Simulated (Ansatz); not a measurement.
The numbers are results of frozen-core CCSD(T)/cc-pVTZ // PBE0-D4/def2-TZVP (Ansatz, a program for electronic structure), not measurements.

Ansatz 0.2 input:
```yaml
crystal:
  periodic: [false, false, false]
  atoms:
    - { symbol: C, position_ang: [1.319954, -0.165719, -0.386728] }
    - { symbol: C, position_ang: [0.281887, -0.159931, 0.437457] }
    - { symbol: C, position_ang: [-1.111637, 0.204199, 0.056776] }
    - { symbol: H, position_ang: [2.312426, -0.441325, -0.049427] }
    - { symbol: H, position_ang: [1.212484, 0.105608, -1.432879] }
    - { symbol: H, position_ang: [0.437572, -0.439873, 1.47792] }
    - { symbol: H, position_ang: [-1.180389, 0.47085, -0.999647] }
    - { symbol: H, position_ang: [-1.800309, -0.625132, 0.247372] }
    - { symbol: H, position_ang: [-1.471986, 1.051321, 0.649159] }
basis:
  gaussian: { orbitals: cc-pVTZ }
correlation:
  method: ccsd_t
```

Output:

```
Functional definition: HF
972 factors; integrals over basis functions are off by at most 9.7e-4 eV
mean field evaluation 1: about -3184.5178 eV, gradient 2.9e1 eV
mean field evaluation 2: about -3184.5190 eV, gradient 2.9e1 eV
mean field evaluation 4: about -3186.8718 eV, gradient 2.7e0 eV
mean field evaluation 8: about -3186.8995 eV, gradient 1.0e-4 eV
mean field evaluation 16: about -3186.8986 eV, gradient 4.7e-1 eV
mean field -3186.89946745 eV, -117.1163952706 hartree, gradient 2.4e-6 eV, S^2 0.000000; 0 other end points of the search recorded, 0 dependent functions left out
3 core orbitals not correlated
reference -3186.89946745 eV, -117.1163952706 hartree; 9, 9 occupied and 162, 162 virtual orbitals, 972 factors
second order -13.85886427 eV of doubles, -0.00000000 eV of singles
cycle   1  -14.36044723 eV  change   -5.0e-1 eV  update   7.4e-2
cycle   2  -14.72542526 eV  change   -3.6e-1 eV  update   2.3e-2
cycle   3  -14.78681847 eV  change   -6.1e-2 eV  update   9.7e-3
cycle   4  -14.78527896 eV  change    1.5e-3 eV  update   2.7e-3
cycle   5  -14.78592544 eV  change   -6.5e-4 eV  update   7.9e-4
cycle   6  -14.78596186 eV  change   -3.6e-5 eV  update   2.2e-4
cycle   7  -14.78594077 eV  change    2.1e-5 eV  update   5.5e-5
cycle   8  -14.78595285 eV  change   -1.2e-5 eV  update   2.3e-5
cycle   9  -14.78595252 eV  change    3.3e-7 eV  update   6.8e-6
perturbative correction -0.61030331 eV, -0.0224282330 hartree
Total energy: -3202.29572328 eV, -117.6821972366 hartree
```

Cost: around 30 core-seconds (rough).
